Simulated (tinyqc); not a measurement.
Worked calculation: harmonic frequencies on the RHF/sto-3g surface (energies and gradients from PySCF), for CH3-, spin multiplicity 1. The basis has no diffuse functions, so it cannot describe the extra electron: this is an exercise in the method, not the real anion. One step of it, computed by the program tinyqc.

Problem. One row of the Hessian: 2Hx. Displace 2Hx by +/-0.01 bohr; H(k, :) = (g(+) - g(-)) / (2 delta).

optimised positions (bohr), order 1C, 2H, 3H, 4H:
```
[[-0.002519, 0.033843, 0.792524],
 [1.890151, -0.032460, -0.138840],
 [-0.881449, 1.618168, -0.289836],
 [-0.928705, -1.608212, -0.155979]]
```

gradient at +delta (hartree/bohr), order 1C, 2H, 3H, 4H:
```
[[-0.00268583, 0.00003567, 0.00079822],
 [0.00319764, -0.00007629, -0.00113319],
 [-0.00025135, 0.00000537, 0.00015705],
 [-0.00026046, 0.00003526, 0.00017792]]
```

gradient at -delta (hartree/bohr), order 1C, 2H, 3H, 4H:
```
[[0.00271971, -0.00008562, -0.00081877],
 [-0.00325220, 0.00008849, 0.00115918],
 [0.00025704, 0.00002777, -0.00017528],
 [0.00027544, -0.00003064, -0.00016513]]
```

Give: row of the Hessian.

Solution.

row of the Hessian (hartree/bohr^2): [-0.27028, 0.00606, 0.08085, 0.32249, -0.00824, -0.11462, -0.02542, -0.00112, 0.01662, -0.02679, 0.00330, 0.01715]
